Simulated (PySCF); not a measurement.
An unknown is described by computed data only.

Formula: C4H4O.

* Rotational structure: rotational constants A, B, C: 9.579, 9.378, 4.739 GHz [PBE0-D3(BJ)/def2-TZVP]
* UV, strongest line: among the 10 lowest singlet transitions: S2 at 6.15 eV (201 nm, f = 0.168) [TDDFT CAM-B3LYP/aug-cc-pVTZ]
* Polarisability: 48.1 au [CAM-B3LYP/aug-cc-pVTZ]
* NMR, other nuclei: isotropic shieldings of nuclei other than C and H, by class: 28 (1 O) ppm [GIAO B97-2/pcSseg-2]
* UV, first state: lowest singlet excitation: 5.92 eV (210 nm, f = 0.000) [TDDFT CAM-B3LYP/aug-cc-pVTZ]
* Dipole: 0.66 D [CAM-B3LYP/aug-cc-pVTZ]
* 13C NMR: chemical shifts (computed TMS as zero) by class: 148.7 (2 C), 115.9 (2 C) ppm [GIAO B97-2/pcSseg-2]
* Couplings: largest of the computed one-bond spin–spin couplings (means over like bonds): 13C–1H +211.2 (×2), 13C–1H +182.9 (×2), 13C–13C +75.0 (×2), 13C–13C +52.6, 17O–13C +27.0 (×2) Hz [B3LYP/pcJ-2]
* Triplet: lowest triplet excitation (Tamm–Dancoff): 4.09 eV [TDA CAM-B3LYP/aug-cc-pVTZ]
* 1H NMR: chemical shifts (computed TMS as zero) by class: 7.62 (2 H), 6.64 (2 H) ppm [GIAO B97-2/pcSseg-2]

Electronic properties: PySCF, gas phase, density fitting. Levels stand in brackets. Isolated species at its PBE0-D3(BJ)/def2-TZVP geometry, gas phase. NMR values are class means; diastereotopic atoms form classes of their own.

Question: Give a SMILES that accounts for the data.

Answer: Numbering: `[cH:1]1[cH:2][cH:3][o:4][cH:5]1`. Its formula, C4H4O, gives 3 degrees of unsaturation: 1 ring and 2 π bonds in the structure found (Kekulé form). 4 carbons fall into 2 classes; from least to most shielded: aromatic CH next to a ring oxygen [C3/C5] (148.7 ppm, 2 C), aromatic CH carbon [C1/C2] (115.9 ppm, 2 C). Hydrogen classes from least to most shielded: 2 H on 2 like atoms (aromatic CH next to a ring oxygen), C3/C5 (7.62 ppm), 2 H on 2 aromatic CH carbons, C1/C2 (6.64 ppm). The other shieldings belong to: 28 ppm, furan-type oxygen [O4]. The couplings run between: +211.2 Hz, aromatic CH next to a ring oxygen [C3] and its hydrogen (with 1 like pair); +182.9 Hz, aromatic CH carbon [C1] and its hydrogen (with 1 like pair); +75.0 Hz, aromatic CH carbon [C1] and aromatic CH next to a ring oxygen [C5] (with 1 like pair); +52.6 Hz, aromatic CH carbon [C1] and aromatic CH carbon [C2]; +27.0 Hz, furan-type oxygen [O4] and aromatic CH next to a ring oxygen [C3] (with 1 like pair). The optimised geometry has point group C2v and is an asymmetric top. Structure: furan, `C1=COC=C1`. Computed isomers that give other values at the same levels: `C#CC(C)=O` (13C chemical shifts (computed TMS as zero) by class: 190.8 (1 C), 85.0 (1 C), 82.7 (1 C), 35.5 (1 C) ppm). The assignments are read from this structure; whether some other isomer fits the data as well wasn't checked.
